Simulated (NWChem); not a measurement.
## Correlation energy of AlCl3

SMILES: [Cl][Al]([Cl])[Cl]
```xyz
4

Al     0.0000     0.0000     0.0000
Cl     0.0000     0.0000     2.0937
Cl     1.8132     0.0000    -1.0468
Cl    -1.8132     0.0000    -1.0468
```
Charge 0, spin multiplicity 1.

The numbers come from NWChem runs, not from measurements. All single points use one geometry, from PBE/def2-SVP, a minimum by its harmonic frequencies.

Basis set: 6-311G**. Each correlation energy counts from its own Hartree-Fock reference.

The correlated methods keep 20 core orbitals frozen. The Pople sets run with spherical d functions. The structure started from a generated list of species. Coupled-cluster values serve here as a point of comparison, not as the truth.

**Question.** For the correlation energy, MP2 gives -456.0 mHa and SCS-MP2 gives -441.6 mHa. What do CR-CCSD[T], CR-CCSD(T), CCSD give?

**Answer.** CR-CCSD[T]: -502.7 mHa; CR-CCSD(T): -502.4 mHa; CCSD: -492.5 mHa.
